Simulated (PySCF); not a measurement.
# Spin-Hamiltonian simulation

Molecule: `FC(=C)C#N`, C$_{3}$H$_{2}$FN.

Bonds (- single, = double, # triple, : aromatic): C1=C2 1.332 Å, C2-F3 1.328 Å, C2-C4 1.437 Å, C4#N5 1.158 Å. C1 carries H6, H7. H6 is cis to F3; H7 is trans to F3.

[PySCF 2.14.0 with density-fitted response routines: couplings computed with B3LYP/pcJ-1; shielding tensors at PBE/pcSseg-2 (GIAO); structure optimised with PBE0-D3(BJ)/def2-SVP; a single conformation; relativity neglected; no solvent model]

Referencing at the same level of theory: ¹H (31.18 ppm) against TMS.

Shifts (ppm): F3 -113.8, H6 5.45, H7 5.44.
Couplings (Hz): F3–H6: 8.9; F3–H7: 35.6; H6–H7: -3.3.

The 3-spin Hamiltonian (Zeeman plus full scalar coupling among like nuclei) was diagonalised exactly; lines are Lorentzian, 1.0 Hz wide, and the maxima above 3 % are listed with the tallest set to 100.

(1) Give the ¹H peak list of this spin system at 200 MHz.

(2) And at 500 MHz?

(3) Among coupled protons with different shifts, which pair is furthest from first order, and how does the field change that?

## Answers

(1) 
Hz from δ = 0 (height): 1107.7 (58), 1104.4 (100), 1095.9 (100), 1092.5 (59), 1087.4 (64), 1084.1 (95), 1071.7 (94), 1068.4 (63)

(2) 
```
    Hz    ppm  height
2739.8  5.479      48
2736.5  5.473     100
2730.8  5.462     100
2727.5  5.455      49
2722.4  5.445      62
2719.1  5.438      86
2703.7  5.407      86
2700.4  5.401      61
```

(3) H6 and H7: Δν/J is about 0.6 at 200 MHz (strongly coupled) and 1.5 at 500 MHz (strongly coupled). J in Hz doesn't depend on the field, while Δν in Hz grows in proportion to it.
